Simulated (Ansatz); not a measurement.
A run of Ansatz (development build ahead of 0.2.0) on singlet CH3F at this shape:

```xyz
5

C    -0.0773    0.0094   -0.6595
F     0.0225    0.0061    0.7104
H     0.0314   -1.1628   -0.9923
H    -0.8374    0.5087   -1.0207
H     0.8390    0.4703   -1.0620
```

Its results:

```
Converged                       : yes
Reference energy                : -138.90577 hartree
Correlation energy              : -0.33257 hartree
Total energy                    : -139.23834 hartree
Spin squared of the determinant : 0.000
```

Problem. Which input gives this output? Name the method, the orbitals and the basis set, and write the input.

Solution. RHF-MP2 in def2-SVP. An unrestricted run that stays on the closed shell gives the same numbers.

```yaml
crystal:
  periodic: [false, false, false]
  atoms:
    - { symbol: C, position_ang: [-0.07731, 0.00941, -0.6595] }
    - { symbol: F, position_ang: [0.02249, 0.00609, 0.71035] }
    - { symbol: H, position_ang: [0.03138, -1.16279, -0.99226] }
    - { symbol: H, position_ang: [-0.83741, 0.50867, -1.02071] }
    - { symbol: H, position_ang: [0.83905, 0.47034, -1.06204] }
basis:
  gaussian: { orbitals: def2-SVP }
hamiltonian:
  xc: hf
correlation:
  method: mp2
  frozen_orbitals: { C: 1, F: 1, H: 0 }
```

Caution: bonds are stretched, where a single reference can fail; stretched shape with no unrestricted run beside it, a lower state can exist.
